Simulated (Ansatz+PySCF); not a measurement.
## doublet CHF₂: levels of theory in one basis

```xyz
4

C     0.0000    0.4915   -0.1486
F    -1.1003   -0.2375    0.0309
H     0.0000    1.4176    0.3877
F     1.1003   -0.2375    0.0309
```

Basis set: cc-pVTZ (spherical functions). Left uncorrelated: 3 orbitals. Correlation on ROHF uses semicanonical orbitals with singles. Charge 0, multiplicity 2.

Computed with Ansatz (development build ahead of 0.2.0) and PySCF 2.14.0; each method stands on the lowest determinant of its kind that the runs found.

| method | E − E(ROHF) (eV) | <S²> of the determinant |
| --- | --- | --- |
| ROHF | 0.00 | 0.75 |
| UHF | -0.08 | 0.76 |
| ROHF-MP2 | -17.45 | – |
| UHF-MP2 | -17.45 | 0.76 |

Q: What does ROHF-CCSD(T) give on the same scale?

A: -18.26 eV.
